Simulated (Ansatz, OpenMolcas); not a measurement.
**Heat of formation of CClF3 (SMILES FC(F)(F)Cl) from total energies**

CClF3: 5 atoms, total charge 0, spin state singlet. SMILES: `FC(F)(F)Cl`. Geometry: relaxed at PBE0-D4/def2-TZVP.

Total energies at r2SCAN/def2-SVPD (OpenMolcas 26.06); the atoms run unrestricted:

| species | state | energy (Eh) |
| --- | --- | --- |
| CClF3 | singlet | -797.287329 |
| F | doublet | -99.608837 |
| C | triplet | -37.788282 |
| Cl | doublet | -459.967104 |

Harmonic wavenumbers at PBE0-D4/def2-TZVP, in cm⁻¹: 348, 348, 475, 565, 565, 795, 1112, 1240, 1240.

Measured heats of formation of the gaseous atoms at 298.15 K, in kJ/mol: F 79.4, C 716.9, Cl 121.3. Spin-orbit lowering of the atoms at 298 K (mean of the ground term's levels less their thermal mean, from spectra), in kJ/mol: F 1.29, C 0.02, Cl 3.44. Take 1 Eh = 2625.50 kJ/mol, 1 cm⁻¹ = 0.0119627 kJ/mol, RT = 2.479 kJ/mol.

Q: Work out the heat of formation of the gas at 298 K.

A: 
1. Electronic atomisation energy: 3 × (-99.608837) + (-37.788282) + (-459.967104) − (-797.287329) = 0.705432 Eh = 1852.1 kJ/mol.
2. Zero-point energy: half the sum of the wavenumbers, 3344 cm⁻¹ = 40.0 kJ/mol.
3. Thermal vibrational enthalpy, Σ hcν̃/(exp(hcν̃/kT) − 1): 3.8 kJ/mol. Translation, rotation and pV of a non-linear molecule: 4 RT = 9.9 kJ/mol.
4. The 5 free atoms carry 5/2 RT each: 31.0 kJ/mol.
5. Spin-orbit coupling lowers the free atoms by 3 × 1.29 + 0.02 + 3.44 = 7.3 kJ/mol.
6. Atomisation enthalpy at 298 K: 1852.1 − 7.3 − 40.0 − 3.8 − 9.9 + 31.0 = 1822.1 kJ/mol.
7. Sum of the atoms' heats of formation: 1076.4 kJ/mol. Heat of formation: 1076.4 − 1822.1 = -745.7 kJ/mol.

The tabulated value is -710.3 kJ/mol (Active Thermochemical Tables), so this level is off by -35.4 kJ/mol, or 2.0 % of the atomisation enthalpy. Anharmonicity and any spin-orbit splitting of the molecule are left out.
